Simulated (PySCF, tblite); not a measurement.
**hydrosulfide, acetonitrile and hydrogen sulfide**

A gas-phase complex of hydrosulfide, acetonitrile and hydrogen sulfide; charge -1, singlet. The structure comes from a short search (6 tight-binding starts) and was relaxed by PBE0-D3(BJ)/def2-SVPD; another way of binding may lie lower. No frequency run checks that it is a minimum.

Parts: 1 = hydrosulfide ([SH-]), atoms 1–2, charge -1; 2 = acetonitrile (CC#N), atoms 3–8; 3 = hydrogen sulfide (S), atoms 9–11.

Coordinates in Å:
```
S1      1.098   -0.303    0.433
H2     -0.107   -0.635    0.947
C3      2.154    2.822    1.785
C4      1.640    4.170    1.652
N5      1.233    5.250    1.548
H6      1.552    2.084    1.218
H7      3.186    2.770    1.412
H8      2.162    2.502    2.835
S9      2.593   -0.417    3.448
H10     1.896   -0.380    2.079
H11     3.523   -1.288    3.005
```

| contact | kind (by geometry) | distance (Å) | angle (°) |
| --- | --- | --- | --- |
| H10···S1 | hydrogen bond | 1.831 | 178 |
| H6···S1 | C–H hydrogen bond | 2.553 | 151 |

Deforming the relaxed parts to their shape here costs 8.4 kcal/mol, which the interaction energies leave out.

Interaction energies are complex less parts, with the parts frozen as they stand in it; counterpoise-corrected, in kcal/mol (PySCF).

How strongly do the parts interact, level by level?


| level | interaction | superposition error removed |
| --- | --- | --- |
| wB97M-D3(BJ)/def2-SVPD | -33.65 | -1.33 |
| PBE0-D3(BJ)/def2-SVPD | -38.83 | -1.47 |

What holds them together? Decompose the wB97M-D3(BJ)/def2-SVPD energy: frozen parts, their antisymmetrised product, then relaxation.

electrostatic -53.1, Pauli repulsion +69.0, orbital relaxation -47.9, dispersion correction -3.0 kcal/mol, which sum to the value before the counterpoise correction; the Pauli term holds the exchange-correlation of the frozen density too. Of the attraction, 51 % is electrostatic, 46 % is orbital relaxation, 3 % is dispersion correction.
